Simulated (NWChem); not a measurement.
## Correlation energy of C (+1)

```
C
```
Charge +1, spin multiplicity 2.

All runs are NWChem calculations.

Basis set: def2-QZVP. Each correlation energy counts from its own Hartree-Fock reference.

The correlated methods keep 1 core orbital frozen. No SCF solution was tested for a lower state. Open-shell Hartree-Fock references start from PBE0 orbitals. Coupled-cluster values serve here as a point of comparison, not as the truth.

```
method           correlation energy (mHa)
---------------  ------------------------
CCSD(T) on UHF                      -78.1
SCS-UMP2                       (withheld)
UMP2                           (withheld)
CCSD on UHF                    (withheld)
CCSD[T] on ROHF                     -82.6
CCSD(T) on ROHF                     -82.6
CCSD on ROHF                   (withheld)
CCSD[T] on UHF                      -78.1
```

Q: Some entries are withheld; supply them.

A: 
- SCS-UMP2, correlation energy (mHa): -61.7
- UMP2, correlation energy (mHa): -54.1
- CCSD on UHF, correlation energy (mHa): -76.8
- CCSD on ROHF, correlation energy (mHa): -81.2
